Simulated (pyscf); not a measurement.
## Four-centre exchange: HO–PH–OH (SMILES OPO) + PH₃ (SMILES P) → HO–PH–O–PH₂ (SMILES OPOP) + H₂ (SMILES [H][H])

Gas phase, singlet surface, charge 0. Bonds broken: O1–H4, P7–H8. Bonds formed: O1–P7, H4–H8. PySCF, gas phase, ωB97X-D3(BJ)/def2-SVP geometries.

Transition state (Å):

```xyz
10

O     -0.8576    -0.6690    -0.1318
P     -2.0976    -0.1040     0.8675
O     -2.2026     1.4886     0.4371
H     -0.8692    -0.9071    -1.2331
H     -1.2401     0.1320     1.9761
H     -2.9478     1.6356    -0.1591
P      0.6822     0.3503    -0.8056
H     -0.1454    -0.6367    -2.0501
H      0.9353     0.3849     0.6252
H      1.7351    -0.5881    -0.9992
```

One imaginary mode, 1521i cm⁻¹; descent along it reached the two sides named.

| bond | change | reactant side (Å) | saddle | product side |
|---|---|---|---|---|
| O1–H4 | breaks | 0.965 | 1.127 | 2.537 |
| P7–H8 | breaks | 1.423 | 1.791 | 4.0 |
| O1–P7 | forms | 3.2 | 1.966 | 1.687 |
| H4–H8 | forms | 2.7 | 1.125 | 0.761 |

Electronic energies relative to the separated reactants (eV):

```
level                   barrier  reaction energy  reverse barrier
----------------------  -------  ---------------  ---------------
ωB97X-D3(BJ)/def2-TZVP     2.92            +0.29             2.62
PBE/def2-TZVP              2.54            +0.43             2.11
r²SCAN/def2-TZVP           2.70            +0.38             2.32
B3LYP-D3(BJ)/def2-TZVP     2.76            +0.32             2.44
PBE0-D3(BJ)/def2-TZVP      2.74            +0.42             2.32
M06-2X/def2-TZVP           2.90            +0.29             2.61
ωB97M-D3(BJ)/def2-TZVP     2.88            +0.38             2.50
HF/def2-TZVP               3.93            +0.48             3.45
```

With ωB97M-D3(BJ)/def2-TZVP energies and thermal terms (ideal gas, 1 atm, RRHO with modes under 100 cm⁻¹ raised to 100, one conformer, R ln 2 for chiral ones without a mode under 150 cm⁻¹), in eV:

```csv
T (K),ΔH‡,ΔG‡,ΔH,ΔG
298,2.76,3.22,+0.26,+0.34
600,2.77,3.69,+0.31,+0.41
900,2.81,4.14,+0.35,+0.46
1200,2.85,4.58,+0.38,+0.49
```

HO–PH–O–PH₂ lies 0.31 eV over its isomer HO–P(OH)–PH₂ (electronic energy, ωB97M-D3(BJ)/def2-TZVP). This is the saddle that the search found; another between the same sides may lie lower.
